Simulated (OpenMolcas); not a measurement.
**SiHF: a line through the functionals**

SiHF: 3 atoms, total charge 0, spin state singlet. SMILES: `F[SiH]`. The shape is that of a PBE0-D4/def2-TZVP optimisation.

The vertical ionisation energy (to the doublet cation) y, in eV, basis def2-TZVPPD; a is the functional's share of exact exchange. Programs: OpenMolcas 26.06.

| functional | program | a | y (eV) |
| --- | --- | --- | --- |
| revPBE | OpenMolcas | 0 | 9.43 |
| TPSS | OpenMolcas | 0 | 9.48 |
| B3LYP | OpenMolcas | 0.2 | ? |
| PBE0 | OpenMolcas | 0.25 | 9.55 |
| BHLYP | OpenMolcas | 0.5 | 9.59 |

Fit y = c + s·a to the known rows and predict B3LYP.


1. Means of the 4 rows: a = 0.1875, y = 9.512.
2. Σ(Δa)² = 0.17188, Σ(Δa·Δy) = 0.048125, so the slope is 0.048125/0.17188 = 0.27999.
3. Intercept: 9.512 − (0.27999) × 0.1875 = 9.460. The largest residual of the fit is 0.030.
4. B3LYP: 9.460 + (0.27999) × 0.2 = 9.52 eV.

The run gave 9.66 eV, so the prediction is off by -0.14 eV, more than the largest residual. The rows mix families of semi-local functionals, which the line can't see.
